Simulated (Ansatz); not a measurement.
Geometry optimisation, RKS PBE0-D4/6-31G* in Ansatz 0.2.0.

Input:

```yaml
crystal:
  periodic: [false, false, false]
  atoms:
    - { symbol: Si, position_ang: [-0.464334, -0.07898, -0.444179] }
    - { symbol: H, position_ang: [-0.03961, 0.251493, 2.170482] }
    - { symbol: H, position_ang: [0.769765, 0.347279, 0.269248] }
    - { symbol: F, position_ang: [-0.628697, 0.900508, -1.724428] }
    - { symbol: H, position_ang: [-0.228508, -1.465532, -0.949294] }
    - { symbol: Si, position_ang: [-2.36624, -0.010151, 0.76621] }
    - { symbol: H, position_ang: [-3.518275, -0.240256, -0.149991] }
    - { symbol: H, position_ang: [-2.392916, -1.07994, 1.796748] }
    - { symbol: H, position_ang: [-2.564106, 1.310764, 1.423768] }
    - { symbol: H, position_ang: [-0.52528, 0.208713, 2.685635] }
basis:
  gaussian: { orbitals: "6-31G*" }
hamiltonian:
  xc: pbe0
  dispersion: d4
relax:
  f_tol: 0.03
  max_steps: 50
output:
  orbitals: {}
```

Launched with:

```bash
$ ansatz run input.yaml --threads 1 --pin off --max-ram 2048MiB --backend cpu --events-out ev --progress --plain --runs-dir out
```

Problem. Where does it end, and by what steps?

Solution. The forces met the threshold. After 8 steps the energy has fallen by 0.222 eV; H2 moved furthest, 0.74 Å.

```tsv
step	energy less start (eV)	largest force component (eV/Å)	accepted
0	0.0000	1.234	yes
1	-0.1594	0.201	yes
2	-0.2007	0.109	yes
3	-0.2131	0.157	yes
4	-0.2159	0.169	yes
5	-0.2208	0.078	yes
6	-0.2218	0.055	yes
7	-0.2222	0.038	yes
8	-0.2224	0.015	yes
```

```xyz
10
Properties=species:S:1:pos:R:3
Si -0.522 -0.118 -0.659
H 0.284 0.423 2.817
H 0.669 0.190 0.182
F -0.580 0.957 -1.867
H -0.346 -1.477 -1.248
Si -2.486 -0.037 0.605
H -3.675 -0.323 -0.247
H -2.403 -1.079 1.669
H -2.665 1.293 1.253
H -0.234 0.315 3.340
```

Whether the end is a true minimum wasn't checked by a vibrational analysis.

The run took 33 s on 1 thread of Intel(R) Xeon(R) Platinum 8175M CPU @ 2.50GHz (Skylake/Cascade Lake), on a shared host, peak memory 0.15 GiB.
